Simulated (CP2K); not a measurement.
# C3H2F2S (SMILES FC1=CC(F)S1): levels of theory compared

Aim: a comparison of 3 runs (PDG, GFN0-xTB, IPEA1-xTB) of C3H2F2S. 

Program for the calculation: CP2K 2026.2.

3 further runs of the same task are left out: 3 set aside as unsound or not needed.

**1. The structure to begin with**

C3H2F2S has 8 atoms, charge 0, and is taken as a singlet. SMILES: `FC1=CC(F)S1`. The shape is that of a GFN2-xTB optimisation.

Bond lengths: F1–C2 1.316 Å, C2–C3 1.331 Å, C3–C4 1.503 Å, C4–F5 1.348 Å, C2–S6 1.768 Å, C4–S6 1.869 Å, C3–H7 1.071 Å, C4–H8 1.093 Å. Some angles: F1–C2–C3 132.9°, F1–C2–S6 126.4°, C3–C2–S6 100.7°, C2–C3–C4 97.4°, C3–C4–F5 116.0°, C3–C4–S6 90.2°, F5–C4–S6 114.1°, C2–S6–C4 71.7°, C2–C3–H7 133.5°, C4–C3–H7 129.1°.

**2. Energy and forces at PDG (run 1)**

File molecule.xyz:

```xyz
8

F      0.660610    -0.675490     2.305010
C      0.225560    -0.231150     1.145680
C      0.586130    -0.477130    -0.111930
C     -0.466030     0.361800    -0.782300
F     -0.015760     1.383110    -1.538770
S     -1.123320     0.882210     0.888470
H      1.361820    -1.068940    -0.553840
H     -1.229010    -0.174410    -1.352310
```

File job.inp:

```
&GLOBAL
 PROJECT_NAME job
 RUN_TYPE ENERGY_FORCE
 PRINT_LEVEL MEDIUM
&END GLOBAL

&FORCE_EVAL
 METHOD QS
 &DFT
  &QS
   METHOD PDG
   EPS_DEFAULT 1.0E-10
   &SE
    &COULOMB
     CUTOFF [angstrom] 50
     RC_RANGE [angstrom] 0
    &END COULOMB
    &EXCHANGE
     CUTOFF [angstrom] 50
     RC_RANGE [angstrom] 0
    &END EXCHANGE
   &END SE
  &END QS
  &POISSON
   PERIODIC NONE
   POISSON_SOLVER ANALYTIC
  &END POISSON
  &SCF
   SCF_GUESS ATOMIC
   EPS_SCF 1.0E-06
   MAX_SCF 62
   ADDED_MOS 4
   &DIAGONALIZATION
    ALGORITHM STANDARD
   &END DIAGONALIZATION
   &MIXING
    METHOD DIRECT_P_MIXING
    ALPHA 0.05
   &END MIXING
  &END SCF
  &PRINT
   &MOMENTS
    PERIODIC F
    REFERENCE COM
    MAX_MOMENT 1
   &END MOMENTS
   &MO ON
    ENERGIES T
    OCCUPATION_NUMBERS T
    NDIGITS 6
    &EACH
     QS_SCF 0
    &END EACH
    ADD_LAST NUMERIC
   &END MO
   &HIRSHFELD OFF
   &END HIRSHFELD
  &END PRINT
 &END DFT
 &SUBSYS
  &CELL
   ABC 14.6 14.5 15.8
   PERIODIC NONE
  &END CELL
  &TOPOLOGY
   COORD_FILE_NAME molecule.xyz
   COORD_FILE_FORMAT XYZ
   &CENTER_COORDINATES
   &END CENTER_COORDINATES
  &END TOPOLOGY
 &END SUBSYS
 &PRINT
  &FORCES ON
  &END FORCES
 &END PRINT
&END FORCE_EVAL
```

Started as:

```console
OMP_NUM_THREADS=1 cp2k.psmp -i job.inp -o job.out
```

The program printed:

```text
CP2K| version string:                                       CP2K version 2026.2
[...]
 GLOBAL| Method name                                                        CP2K
[...]
 GLOBAL| Run type                                                   ENERGY_FORCE
[...]
                             - Atoms:                                          8
[...]
                             - Spherical basis functions:                     26
[...]
 Number of electrons:                                                         34
[...]
     1 P_Mix/Diag. 0.50E-01    0.0     0.63787849       -46.9900983474 -4.70E+01
[...]
    54 DIIS/Diag.  0.60E-07    0.0     0.00000022       -53.1779724871 -7.32E-13
  *** SCF run converged in    54 steps ***
  Core-core repulsion energy [eV]:                           2641.38830477717329
  Core Hamiltonian energy [eV]:                             -2398.85377795052318
  Two-electron integral energy [eV]:                        -3379.16149777350347
  Electronic energy [eV]:                                   -4088.43452683727537
  Total energy [eV]:                                        -1447.04622206010185
  Atomic reference energy [eV]:                              1449.04453634088509
  Heat of formation [kcal/mol]:                                46.08222570625287
[...]
 SE_DIPOLE| Moment [Debye]          0.82039463       0.87915435       0.71855387
 SE_DIPOLE| Derivative [a.u.]       0.00000000       0.00000000       0.00000000
 ENERGY| Total FORCE_EVAL ( QS ) energy [hartree]            -53.177972487108619
[...]
```

It took 0.46 s on 1 thread of Arm Neoverse N1, shared host; peak memory 0.14 GiB.

**3. The energy at GFN0-xTB (run 2)**

molecule.xyz is that of step 2.

File gas.inp:

```
&GLOBAL
  PROJECT gas
  RUN_TYPE ENERGY
  PRINT_LEVEL MEDIUM
&END GLOBAL
&FORCE_EVAL
  METHOD Quickstep
  &DFT
    &QS
      METHOD XTB
      EPS_DEFAULT 1.0E-10
      &XTB
        GFN_TYPE 0
        CHECK_ATOMIC_CHARGES F
      &END XTB
    &END QS
    &POISSON
      PERIODIC NONE
      POISSON_SOLVER ANALYTIC
    &END POISSON
    &SCF
      SCF_GUESS ATOMIC
      EPS_SCF 1.0E-06
      MAX_SCF 150
      ADDED_MOS 8
      &DIAGONALIZATION
        ALGORITHM STANDARD
      &END DIAGONALIZATION
      &MIXING
        METHOD DIRECT_P_MIXING
        ALPHA 0.4
      &END MIXING
      &SMEAR ON
        METHOD FERMI_DIRAC
        ELECTRONIC_TEMPERATURE [K] 300
      &END SMEAR
    &END SCF
    &PRINT
      &MOMENTS
        PERIODIC F
        REFERENCE COM
        MAX_MOMENT 1
      &END MOMENTS
      &MO ON
        ENERGIES T
        OCCUPATION_NUMBERS T
        NDIGITS 6
        &EACH
          QS_SCF 0
        &END EACH
        ADD_LAST NUMERIC
      &END MO
      &HIRSHFELD OFF
      &END HIRSHFELD
    &END PRINT
  &END DFT
  &SUBSYS
    &CELL
      ABC 18.6 18.5 19.8
      PERIODIC NONE
    &END CELL
    &TOPOLOGY
      COORD_FILE_NAME molecule.xyz
      COORD_FILE_FORMAT XYZ
      &CENTER_COORDINATES
      &END CENTER_COORDINATES
    &END TOPOLOGY
  &END SUBSYS
&END FORCE_EVAL
```

Started as:

```console
OMP_NUM_THREADS=1 cp2k.psmp -i gas.inp > gas.out 2>&1
```

The program printed:

```text
CP2K| version string:                                       CP2K version 2026.2
[...]
 GLOBAL| Method name                                                        CP2K
[...]
 GLOBAL| Run type                                                         ENERGY
[...]
                             - Atoms:                                          8
[...]
                             - Spherical basis functions:                     33
[...]
 Number of electrons:                                                         34
[...]
  Fermi energy:                                                -0.28340851525310
[...]
 TB_DIPOLE| Moment [Debye]         -0.51587830      -1.09327276       0.11139164
 TB_DIPOLE| Derivative [a.u.]       0.00000000       0.00000000       0.00000000
[...]
 ENERGY| Total FORCE_EVAL ( QS ) energy [hartree]            -18.333800274980334
[...]
```

Wall time 0.38 s (1 thread of Arm Neoverse N1, shared host); peak memory 0.14 GiB.

**4. Energy and gradient at IPEA1-xTB (run 3)**

File gas.inp:

```
&GLOBAL
  PROJECT gas
  RUN_TYPE ENERGY_FORCE
  PRINT_LEVEL MEDIUM
&END GLOBAL
&FORCE_EVAL
  METHOD Quickstep
  &DFT
    CHARGE 0
    MULTIPLICITY 1
    &QS
      METHOD XTB
      EPS_DEFAULT 1.0E-10
      &XTB
        GFN_TYPE TBLITE
        &TBLITE
          METHOD IPEA1
        &END TBLITE
        CHECK_ATOMIC_CHARGES F
      &END XTB
    &END QS
    &POISSON
      PERIODIC NONE
      POISSON_SOLVER ANALYTIC
    &END POISSON
    &SCF
      SCF_GUESS CORE
      EPS_SCF 1.0E-07
      MAX_SCF 55
      ADDED_MOS 4
      &DIAGONALIZATION
        ALGORITHM STANDARD
      &END DIAGONALIZATION
      &MIXING
        METHOD DIRECT_P_MIXING
        ALPHA 0.4
      &END MIXING
    &END SCF
    &PRINT
      &MOMENTS
        PERIODIC F
        REFERENCE COM
        MAX_MOMENT 1
      &END MOMENTS
      &MO ON
        ENERGIES T
        OCCUPATION_NUMBERS T
        NDIGITS 6
        &EACH
          QS_SCF 0
        &END EACH
        ADD_LAST NUMERIC
      &END MO
      &HIRSHFELD OFF
      &END HIRSHFELD
    &END PRINT
  &END DFT
  &SUBSYS
    &CELL
      ABC [angstrom] 14.6 14.5 15.8
      PERIODIC NONE
    &END CELL
    &COORD
      SCALED T
      F    0.54069897   0.44258103   0.62163861
      C    0.51090103   0.47322517   0.54826329
      C    0.53559760   0.45626103   0.46866772
      C    0.46353185   0.51411828   0.42623924
      F    0.49437226   0.58455345   0.37836139
      S    0.41851199   0.55000862   0.53198418
      H    0.58872705   0.41544655   0.44069873
      H    0.41127295   0.47713828   0.39016266
    &END COORD
  &END SUBSYS
  &PRINT
    &FORCES ON
    &END FORCES
  &END PRINT
&END FORCE_EVAL
```

Started as:

```console
OMP_NUM_THREADS=1 cp2k.psmp -i gas.inp > gas.out 2>&1
```

The program printed:

```text
CP2K| version string:                                       CP2K version 2026.2
[...]
 GLOBAL| Method name                                                        CP2K
[...]
 GLOBAL| Run type                                                   ENERGY_FORCE
[...]
                             - Atoms:                                          8
[...]
                             - Spherical basis functions:                     38
[...]
 Number of electrons:                                                         34
[...]
  *** SCF run converged in    16 steps ***
[...]
  Fermi energy:                                                -0.28843664496633
[...]
 TB_DIPOLE| Moment [Debye]         -0.30370142      -1.28270168      -0.90362214
 TB_DIPOLE| Derivative [a.u.]       0.00000000       0.00000000       0.00000000
[...]
 ENERGY| Total FORCE_EVAL ( QS ) energy [hartree]            -22.857590213452781
 FORCES| Atomic forces [hartree/bohr]
 FORCES|   Atom     x               y               z               |f|
 FORCES|      1 -4.99372305E-03  4.00717444E-03 -3.50972677E-03   7.30156825E-03
 FORCES|      2  8.11323198E-03 -6.82061724E-03 -6.00887359E-03   1.21840845E-02
 FORCES|      3 -1.11760825E-02  1.24904576E-02  1.19641479E-02   2.05926488E-02
 FORCES|      4 -3.86083043E-03 -8.37213062E-03  1.01733593E-03   9.27542749E-03
 FORCES|      5 -2.33583178E-04  1.83324246E-03  5.06564708E-03   5.39222768E-03
 FORCES|      6  9.43332582E-03 -4.01174410E-03 -9.95639313E-03   1.42902586E-02
 FORCES|      7  8.41361321E-04 -1.36226085E-03 -1.70634331E-03   2.33992542E-03
 FORCES|      8  1.87630000E-03  2.23587834E-03  3.13420590E-03   4.28286123E-03
 FORCES| Sum     9.60603125E-17 -2.52835947E-16 -2.13804668E-16
 FORCES| Total atomic force                                       3.44769540E-16
[...]
```

Run time: 0.42 s. Hardware: 1 thread of Arm Neoverse N1, shared host; peak memory 0.14 GiB.

**5. All runs side by side**

```
run      level      task  iteration cap  energy (Eh)  dipole moment (D)  HOMO energy (eV)  LUMO energy (eV)  wall time
  1        PDG  gradient             62   -53.177972               1.40             -9.17             -0.63     0.46 s
  2   GFN0-xTB    energy            150   -18.333800               1.21            -10.60             -6.83     0.38 s
  3  IPEA1-xTB  gradient             55   -22.857590               1.60            -11.12             -6.97     0.42 s
```

**6. What came out**

```
                                        quantity         value
                             run 3: total energy  -22.85759 Eh
run 3: dipole moment (from atomic charges alone)        1.60 D
                              run 3: HOMO energy     -11.12 eV
                              run 3: LUMO energy      -6.97 eV
                            run 3: HOMO–LUMO gap       4.15 eV
                 run 3: largest force on an atom    1.059 eV/Å
```

The dipole moment (its size) runs from 1.21 D (GFN0-xTB) to 1.60 D (IPEA1-xTB). Some of these are taken from atomic charges alone. Force-field and semi-empirical energies have zeros of their own, so their totals don't compare. All runs together took 1.3 s, the longest 0.46 s.
